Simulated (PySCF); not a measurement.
Compound: ethyl chloride, C₂H₅Cl.
SMILES with atom numbers: `[CH3:1][CH2:2][Cl:3]` (hydrogens: H4, H5, H6 on C1; H7, H8 on C2)

Method used: MP2 and CCSD/aug-cc-pVDZ in PySCF, restricted Hartree–Fock reference, 7 core orbitals frozen, non-relativistic, gas phase, PBE0-D3(BJ)/def2-SVP geometry.

E(HF) = -538.16455 Eh.

How large is the problem?

118 basis functions and 34 electrons; 7 orbitals frozen, which leaves o = 10 correlated occupied and v = 101 virtual orbitals. That is o·v = 1010 singles and o·v(o·v + 1)/2 = 510555 distinct closed-shell doubles amplitudes before symmetry; the costliest CCSD step grows as o²v⁴ = 1.0 × 10^10.

What are the MP2 and CCSD correlation energies?

MP2 -0.4521 Eh and CCSD -0.4943 Eh, which gives totals of -538.61665 and -538.65884 Eh. That is 0.673 eV for each correlated electron at CCSD (1298 kJ/mol in all, 0.092 % of the total energy); MP2 gives 91.5 % of the CCSD value.

What is the T1 diagnostic?

0.0086, below the customary warning level of 0.02. It is the norm of the spatial-orbital singles amplitudes over the root of the number of correlated electrons, so the norm is 0.038.

How does correlation change the dipole moment?

HF gives 2.34 D and CCSD (unrelaxed density) 2.09 D, a change of -0.25 D.

Connected triples and the basis-set limit are missing.

The job also held the EOM ionisation and excitation roots. Hardware: Arm Neoverse V2, one thread, on a shared host. Cost: 9.3 min, 1.6 GiB resident at most.
